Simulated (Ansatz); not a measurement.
**BF, singlet: vertical spin and charge gaps**

Geometry (PBE0/def2-TZVP stationary point for this spin):

| atom | x (Å) | y (Å) | z (Å) |
| --- | --- | --- | --- |
| B | 0.0000 | 0.0000 | 0.0000 |
| F | 0.0000 | 0.0000 | 1.2631 |

Basis 6-31G; Ansatz 0.2.0. Correlated methods freeze the noble-gas cores. R marks a restricted (for open shells ROHF) determinant, U an unrestricted one. Active spaces: valence = (10e, 8o) chosen from the atoms' valence shells.

Gaps are energies of the second state less the first, at fixed atoms, for a selection of the levels run; each method lands on the state that its own search finds for that charge and spin.

Task: PBE gives 10.799 eV for removing an electron, to the doublet. Estimate what full CI gives in 6-31G.

Result: Full CI in 6-31G gives 10.577 eV, so against it PBE is off by 0.222 eV.

```tsv
level	gap (eV)	error (meV)
UHF	10.018	-559
RMP2	10.299	-278
CISD	10.473	-104
RCCSD	10.604	27
UCCSD(T)	10.577	0
RCCSDTQ	10.576	-1
UCCSDTQ	10.576	-1
r2SCAN	10.731	154
PBE0	10.898	321
RPA-PBE	10.768	191
```

Triplet less singlet: 3.447 eV at full CI (singlet A1, triplet B1, in C2v).

```
                   level  gap (eV)  error (meV)
                     RHF     2.527         -920
                     UHF     2.492         -955
                    RMP2     3.169         -278
                    UMP2     3.153         -294
                    CISD     3.255         -192
                   RCCSD     3.401          -46
                   UCCSD     3.402          -45
                RCCSD(T)     3.444           -3
                UCCSD(T)     3.443           -4
                 BCCD(T)     3.449            2
                  RCCSDT     3.440           -7
                  UCCSDT     3.440           -7
                  CISDTQ     3.436          -11
               RCCSDT(Q)     3.449            2
               UCCSDT(Q)     3.447            0
                 RCCSDTQ     3.447            0
                 UCCSDTQ     3.447            0
  CASSCF (valence space)     3.619          172
  NEVPT2 (valence space)     2.977         -470
  MRCISD (valence space)     3.269         -178
MRCISD+Q (valence space)     3.280         -167
                     PBE     3.311         -136
                  r2SCAN     3.068         -379
                    PBE0     3.212         -235
                   B3LYP     3.428          -19
                 wB97M-V     3.771          324
                  B2PLYP     3.402          -45
                 RPA-PBE     3.613          166
```

In so small a basis the reference is far from its limit while semilocal and hybrid functionals are nearer theirs (RPA and double hybrids share much of the reference's basis error), so the functionals' errors here hold much of the reference's basis and frozen-core error, which can add to them or hide them.

Full CI is exact within this basis and frozen core; it isn't the basis-set limit. The frozen core follows each run's orbitals, which can shift R against U totals by a few meV.
